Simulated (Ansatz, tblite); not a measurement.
Cost and result up the ladder for AlO2H (4 atoms). Charge 0, multiplicity 1. Geometry: PBE-D4/def2-TZVP.

Cartesian coordinates in Å:
```
Al 0.286 0.335 0.423
O 1.333 1.096 1.390
O -0.887 -0.418 -0.534
H -0.731 -1.013 -1.280
```

Ansatz on 4 threads of Arm Neoverse V1 on a shared host; xTB runs through tblite on one thread. Times are rough, summed over both states, and most runs start from the orbitals of an earlier one. PBE0-D4/def2-TZVP serves as the yardstick here, not as an exact answer. The other state is a doublet.

The xTB rows come from tblite. Correlated methods freeze 7 core orbitals. The structure comes from a short search, and lower isomers may exist.

Correlated methods converge slowly with the basis.

Raw xTB energies of ions are shifted by several eV.

```csv
level,functions,vertical IE (eV),difference from PBE0-D4/def2-TZVP (eV),remarks
GFN1-xTB,19,18.02,8.26,–
r2SCAN-D4/def2-TZVP,105,9.85,0.09,–
GFN2-xTB,18,16.39,6.63,–
CCSD(T)/def2-TZVPP,118,9.87,0.11,large T1 (0.024) (singlet)
PBE-D4/def2-TZVP,105,10.09,0.33,–
PBE0-D4/def2-TZVP (with forces),105,9.76,0.00,–
```

(1) Estimate how long each takes.

Answers

(1) GFN1-xTB 0.005 s; GFN2-xTB 0.005 s; PBE-D4/def2-TZVP 1.8 s; r2SCAN-D4/def2-TZVP 4 s; PBE0-D4/def2-TZVP (with forces) 4.1 s; CCSD(T)/def2-TZVPP 11 s. On shared hardware such times vary by a factor of up to 3.
